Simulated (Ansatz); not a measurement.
Input file:

```yaml
crystal:
  periodic: [false, false, false]
  atoms:
    - {symbol: Ge, position_ang: [0.034353, 0.014865, 0.602149]}
    - {symbol: S, position_ang: [-0.039632, -0.068075, -1.383744]}
    - {symbol: H, position_ang: [-0.846408, 1.187762, 1.103493]}
    - {symbol: H, position_ang: [-0.539058, -1.341201, 1.072058]}
    - {symbol: H, position_ang: [0.170492, 1.247817, -1.550853]}
basis:
  gaussian: {orbitals: cc-pVDZ}
magnetization: {spin_polarized: false, initial_magnetization: 1}
correlation: {method: mp2, electrons: outside_noble_gas}
scf: {lower_state_search: full}
output: {forces: true}
```

```sh
$ ansatz run in.yaml --threads 1 --pin off --events-out ev --progress --plain --max-ram 2393MiB
```

Log:

```
651 factors; integrals over basis functions are off by at most 9.0e-4 eV
mean field evaluation 1: about -67335.7617 eV, gradient 1.2e1 eV
mean field evaluation 2: about -67335.7665 eV, gradient 1.2e1 eV
mean field evaluation 4: about -67336.6082 eV, gradient 1.6e0 eV
mean field evaluation 8: about -67336.6276 eV, gradient 1.6e-4 eV
mean field evaluation 16: about -67285.0470 eV, gradient 5.6e1 eV
mean field evaluation 32: about -67336.1401 eV, gradient 5.0e0 eV
mean field evaluation 64: about -67336.6276 eV, gradient 5.1e-6 eV
mean field -67336.62759094 eV, -2474.5754215617 hartree, gradient 2.4e-6 eV, S^2 0.750000; 5 other end points of the search recorded, 0 dependent functions left out
19 core orbitals not correlated: weight in the atoms' cores, before any rotation towards them, 0.998 or more for the frozen orbitals, at most 0.002 for the correlated occupied ones
reference -67336.62759094 eV, -2474.5754215617 hartree; 7, 6 occupied and 34, 35 virtual orbitals, 651 factors
second order -5.93925819 eV of doubles, -0.03124482 eV of singles
the calculation of the forces begins
Total energy: -67342.59809395 eV, -2474.7948335002 hartree
Atom 0 at     0.034353     0.014865     0.602149 Å, force     0.032585     0.169548     5.948988 eV/Å
Atom 1 at    -0.039632    -0.068075    -1.383744 Å, force    -0.137214    -0.305155    -6.090608 eV/Å
Atom 2 at    -0.846408     1.187762     1.103493 Å, force     0.018846    -0.007447     0.175092 eV/Å
Atom 3 at    -0.539058    -1.341201     1.072058 Å, force     0.037284     0.008300     0.136423 eV/Å
Atom 4 at     0.170492     1.247817    -1.550853 Å, force     0.048499     0.134753    -0.169895 eV/Å
Dipole moment:     0.051389     0.194426    -0.016201 e Å
```

Forces (eV/Å):
```
Ge   0.033  0.170  5.949
S   -0.137 -0.305 -6.091
H    0.019 -0.007  0.175
H    0.037  0.008  0.136
H    0.048  0.135 -0.170
```

Ran on 1 thread of Arm Neoverse V1, shared host: 4.2 s wall, 0.21 GiB peak host memory.
